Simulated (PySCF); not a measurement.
Computed with PBE0-D4/def2-TZVP run with PySCF. Gas-phase values, no solvent. Delta-SCF ions had no search for a lower state. Excitations are Tamm–Dancoff values on a coarser integration grid. The basis has no diffuse functions, so Rydberg states are missing or too high.

Reference species (SMILES): `ClC(Cl)Cl` (neutral, multiplicity 1).

| Property | Value |
|---|---|
| vertical ionisation energy (Delta-SCF) | 11.09 eV |
| T1 excitation (TDA) | 5.83 eV |
| S1 oscillator strength | 0.000 |

Changed species: `ClCCl` (2 of 4 Cl replaced by H; the reference has 1 of 4 Cl replaced by H).

Problem. Predict the effect on the vertical ionisation energy (Delta-SCF), T1 excitation (TDA) and S1 oscillator strength.

Solution. the vertical ionisation energy (Delta-SCF) is nearly the same; the T1 excitation (TDA) rises by 0.48 eV, to 6.31 eV; the S1 oscillator strength is nearly the same.
